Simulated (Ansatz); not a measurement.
**Loss of CH4: C5H9N → C4H5N + CH4**

Species: C5H9N (valeronitrile) `CCCCC#N`, singlet; C4H5N (3-butenenitrile) `C=CCC#N`, singlet; CH4 `C`, singlet. 

Shapes, held fixed at every level: PBE0-D4/def2-TZVP. Flexible molecules stand in one conformer, not always the lowest. Programs: Ansatz 0.2.0. Electronic energies: no zero-point or thermal term.

```tsv
level	kind	ΔE (kJ/mol)	less CCSD(T)/CBS estimate
HF/def2-TZVPP	Hartree–Fock	+74.9	-20.2
PBE-D4/def2-TZVPP	GGA	+97.1	+2.0
PBE0-D4/def2-TZVPP	global hybrid	+109.0	+13.9
wB97M-V/def2-TZVPP	range-separated hybrid	+97.6	+2.5
B2PLYP/def2-TZVPP	double hybrid	+83.9	-11.2
CCSD/def2-TZVPP	coupled cluster or CI	+94.8	-0.3
CCSD(T)/CBS estimate	coupled cluster or CI	+95.1	0.0
```

The highest level, CCSD(T)/CBS estimate, gives ΔE = +95.1 kJ/mol; the levels span +74.9 to +109.0. The column of differences is taken from that level and isn't an error. No measured value is set beside it here. The CBS estimate extrapolates MP2 from def2-TZVPP and def2-QZVPP and adds CCSD(T) − MP2 in the triple-zeta set, cores frozen.
